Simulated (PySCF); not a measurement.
hydrogen peroxide cation (H2O2), SMILES OO (connectivity only; charge and spin as stated), charge +1, multiplicity 2. Atoms are numbered in the order given.

```xyz
4

O      0.1577    -0.6279     0.0000
O     -0.1577     0.6279     0.0000
H     -0.7144    -1.1090     0.0000
H      0.7144     1.1090     0.0000
```
Charge +1, spin multiplicity 2.

Coordinates come from a ωB97X-D3(BJ)/def2-TZVP optimisation. The multiplicity is an assumed one; other spin states were not compared.

Method: M06-2X/def2-TZVPD (PySCF).

Mulliken values depend strongly on the basis, most of all with diffuse functions as here. ESP charges are fitted to the potential on shells at 1.4 to 2.0 van der Waals radii. Atomic charges (e):

```json
[
 {"atom": "O1", "Mulliken": "0.01", "ESP fit": "-0.04", "meta-Löwdin": "0.04", "Mulliken spin": "0.52"},
 {"atom": "O2", "Mulliken": "0.01", "ESP fit": "-0.04", "meta-Löwdin": "0.04", "Mulliken spin": "0.52"},
 {"atom": "H3", "Mulliken": "0.49", "ESP fit": "0.54", "meta-Löwdin": "0.46", "Mulliken spin": "-0.02"},
 {"atom": "H4", "Mulliken": "0.49", "ESP fit": "0.54", "meta-Löwdin": "0.46", "Mulliken spin": "-0.02"}
]
```
